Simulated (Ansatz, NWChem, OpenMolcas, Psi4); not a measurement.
Worked example: C2H6S → CH2S + CH4

Gas-phase species: C2H6S (dimethyl sulfide) `CSC`, singlet; CH2S (methanethial) `C=S`, singlet; CH4 (methane) `C`, singlet. This is a balance of energies; it says nothing on the path, which may need atoms to shift.

Shapes, held fixed at every level: PBE0-D4/def2-TZVP. Programs: Ansatz 0.2.0, NWChem 7.3.0, OpenMolcas 26.06, Psi4 1.11. A level may come from different programs for different species; with the same settings they agree closely. The zero-point and thermal change to 298 K, harmonic and unscaled (PBE0-D4/def2-TZVP), is -11.3 kJ/mol.

At PBE0/def2-SVP; 1 Eh = 2625.50 kJ/mol:

```
species  energy (Eh)
  C2H6S  -477.585317
   CH2S  -437.114522
    CH4   -40.428374
```

**Question.** Work out ΔH(298 K) of the reaction at this level.

**Answer.** 
1. Products less reactants: (-437.114522) + (-40.428374) − [(-477.585317)] = 0.042421 Eh = +111.4 kJ/mol.
2. With the thermal change: +111.4 + (-11.3) = +100.1 kJ/mol.

Other levels give +70.4 (HF/3-21G) to +212.3 kJ/mol (HF/STO-3G). No measured value is set beside it here. PBE0/def2-SVP lies outside the range of the other correlated levels here, so it shouldn't be taken on trust. The median of the other correlated levels is +74.5 kJ/mol.
